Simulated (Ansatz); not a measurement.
# UCCSDT(Q)/STO-3G run of CH5Si (SMILES C[SiH2])

Aim: the vertical doublet–quartet gap of CH5Si at UCCSDT(Q)/STO-3G, from 2 runs. 

The results are computed with Ansatz 0.2.0.

52 further runs of the same task are left out: 52 set aside as unsound or not needed.

### 1 Starting point

CH5Si has 7 atoms, charge 0, and is taken as a doublet. SMILES: `C[SiH2]`. The coordinates come from a PBE0-D4/def2-TZVP relaxation.

Bond lengths: C1–Si2 1.875 Å, C1–H3 1.094 Å, C1–H4 1.092 Å, C1–H5 1.092 Å, Si2–H6 1.491 Å, Si2–H7 1.490 Å. Angles: C1–Si2–H6 111.8°, C1–Si2–H7 111.8°, Si2–C1–H3 110.5°, Si2–C1–H4 110.8°, Si2–C1–H5 110.8°, H6–Si2–H7 109.5°, H3–C1–H4 108.1°, H3–C1–H5 108.2°, H4–C1–H5 108.3°.

### 2 The energy at UCCSDT(Q)/STO-3G

Input file job.yaml:

```yaml
crystal:
  periodic: [false, false, false]
  atoms:
    - {symbol: C, position_ang: [-0.122600, -0.803200, 0.095200]}
    - {symbol: Si, position_ang: [0.176200, 1.034800, 0.314000]}
    - {symbol: H, position_ang: [-0.204800, -1.054900, -0.966600]}
    - {symbol: H, position_ang: [0.699200, -1.383300, 0.519500]}
    - {symbol: H, position_ang: [-1.047100, -1.107700, 0.589500]}
    - {symbol: H, position_ang: [-0.951500, 1.846400, -0.225700]}
    - {symbol: H, position_ang: [1.450600, 1.468000, -0.326000]}
basis:
  gaussian:
    orbitals: STO-3G
magnetization:
  spin_polarized: true
  initial_magnetization: 1
correlation:
  method: ccsdt_q
  frozen_orbitals: {C: 1, H: 0, Si: 5}
accuracy: high
scf:
  omitted_lower_state_checks: [cluster_reference, increment]
```

Started as:

```console
$ ansatz run job.yaml --threads 1 --pin off --max-ram 2610MiB --events-out events.jsonl --progress --plain --runs-dir runs
```

The log of the run, cut to the lines that bear on the results:

```text
Warning: RAYON_NUM_THREADS=1 ignored (pool sized by the plan → 1); use --threads N
Functional definition: HF
  name "HF"
[...]
334 factors; integrals over basis functions are off by at most 7.8e-9 eV
[...]
mean field -8867.28060979 eV, -325.8665519511 hartree, gradient 1.3e-8 eV, S^2 0.751991; 0 other end points of the search recorded, 0 dependent functions left out
6 core orbitals not correlated: weight in the atoms' cores, before any rotation towards them, 1.000 or more for the frozen orbitals, at most 0.000 for the correlated occupied ones
reference -8867.28060979 eV, -325.8665519511 hartree; 7, 6 occupied and 6, 7 virtual orbitals, 334 factors
second order -2.32076979 eV of doubles, -0.00000000 eV of singles
cycle   1  -2.91860987 eV  change   -6.0e-1 eV  update   6.0e-2
[...]
cycle  21  -3.26807388 eV  change  -3.5e-10 eV  update  7.8e-10
perturbative correction -0.00229233 eV, -0.0000842415 hartree
Total energy: -8870.55097600 eV, -325.9867356926 hartree
Checks for a lower state left out: cluster_reference, increment
```

Run time: 1.1 s. Hardware: 1 thread of Arm Neoverse V1, shared host; peak memory 0.091 GiB.

### 3 The quartet at the same level

Input file run.yaml:

```yaml
crystal:
  periodic: [false, false, false]
  atoms:
    - symbol: C
      position_ang: [-0.122600, -0.803200, 0.095200]
    - symbol: Si
      position_ang: [0.176200, 1.034800, 0.314000]
    - symbol: H
      position_ang: [-0.204800, -1.054900, -0.966600]
    - symbol: H
      position_ang: [0.699200, -1.383300, 0.519500]
    - symbol: H
      position_ang: [-1.047100, -1.107700, 0.589500]
    - symbol: H
      position_ang: [-0.951500, 1.846400, -0.225700]
    - symbol: H
      position_ang: [1.450600, 1.468000, -0.326000]
basis:
  gaussian:
    orbitals: STO-3G
accuracy: high
magnetization:
  spin_polarized: true
  initial_magnetization: 3
scf:
  omitted_lower_state_checks: [cluster_reference, increment]
correlation:
  method: ccsdt_q
  frozen_orbitals: {C: 1, H: 0, Si: 5}
```

Started as:

```console
$ ansatz run run.yaml --threads 1 --pin off --max-ram 2610MiB --events-out events.jsonl --progress --plain --runs-dir runs
```

The log of the run, cut to the lines that bear on the results:

```text
Warning: RAYON_NUM_THREADS=1 ignored (pool sized by the plan → 1); use --threads N
[... 2 set-up lines as earlier in the session ...]
[...]
334 factors; integrals over basis functions are off by at most 7.8e-9 eV
[...]
mean field -8855.29375992 eV, -325.4260433432 hartree, gradient 2.2e-8 eV, S^2 3.751210; 1 other end points of the search recorded, 0 dependent functions left out
6 core orbitals not correlated: weight in the atoms' cores, before any rotation towards them, 1.000 or more for the frozen orbitals, at most 0.000 for the correlated occupied ones
reference -8855.29375992 eV, -325.4260433432 hartree; 8, 5 occupied and 5, 8 virtual orbitals, 334 factors
second order -2.07510805 eV of doubles, -0.00000000 eV of singles
cycle   1  -2.59961927 eV  change   -5.2e-1 eV  update   6.1e-2
[...]
cycle  92  -3.03526749 eV  change   5.2e-10 eV  update  4.3e-10
perturbative correction -0.00665900 eV, -0.0002447139 hartree
Total energy: -8858.33568641 eV, -325.5378320800 hartree
Checks for a lower state left out: cluster_reference, increment
```

Wall time 2.2 s (1 thread of Arm Neoverse V1, shared host); peak memory 0.09 GiB.

### 4 Results

At UCCSDT(Q)/STO-3G, 6 core orbitals frozen:

```
                                            quantity          value
                               doublet: total energy  -325.98674 Eh
doublet: correlation energy (6 core orbitals frozen)     -120.2 mEh
          doublet: ⟨S²⟩ of the reference determinant          0.752
                              doublet: T1 diagnostic          0.003
                               quartet: total energy  -325.53783 Eh
quartet: correlation energy (6 core orbitals frozen)     -111.8 mEh
          quartet: ⟨S²⟩ of the reference determinant          3.751
                              quartet: T1 diagnostic          0.074
    vertical energy of the quartet above the doublet      12.215 eV
```

What this shows: At this shape the quartet lies 12.22 eV (1179 kJ/mol) above the doublet. In a minimal basis such a difference can be off by several eV, whatever the method. The T1 diagnostic (quartet) of 0.074 is above the customary mark for such species, so a single reference may not serve.
